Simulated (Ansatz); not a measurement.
fcc Sc (model structure)

Calculation: PBEsol (Ansatz, an electronic-structure program, plane waves, PAW).

Numerical settings: plane-wave cutoff 500 eV, 28×28×28 k mesh, Fermi–Dirac smearing 0.1 eV, scalar-relativistic PAW data made under PBE.

Cell (relaxed at this level):

```cif
data_Sc4
_chemical_formula_sum 'Sc4'
_space_group_name_H-M_alt 'Fm-3m'
_space_group_IT_number 225
_space_group_name_Hall '-F 4 2 3'
_cell_length_a 4.55966
_cell_length_b 4.55966
_cell_length_c 4.55966
_cell_angle_alpha 90.000
_cell_angle_beta 90.000
_cell_angle_gamma 90.000
loop_
_atom_site_label
_atom_site_type_symbol
_atom_site_symmetry_multiplicity
_atom_site_Wyckoff_symbol
_atom_site_fract_x
_atom_site_fract_y
_atom_site_fract_z
_atom_site_occupancy
Sc1 Sc 4 a 0.00000 0.00000 0.00000 1
```
(The calculation used a cell of 1 atom; values per cell refer to that cell.)

* **band gap**: zero (no gap)

Note: the relaxation could raise the start's symmetry but not lower it, so the cell can be a saddle point.

Computed values are for the static lattice.

A model structure was made by putting elements into a prototype or built by hand; it is no filed structure, need not be a known phase, and can be a saddle point held by its symmetry.
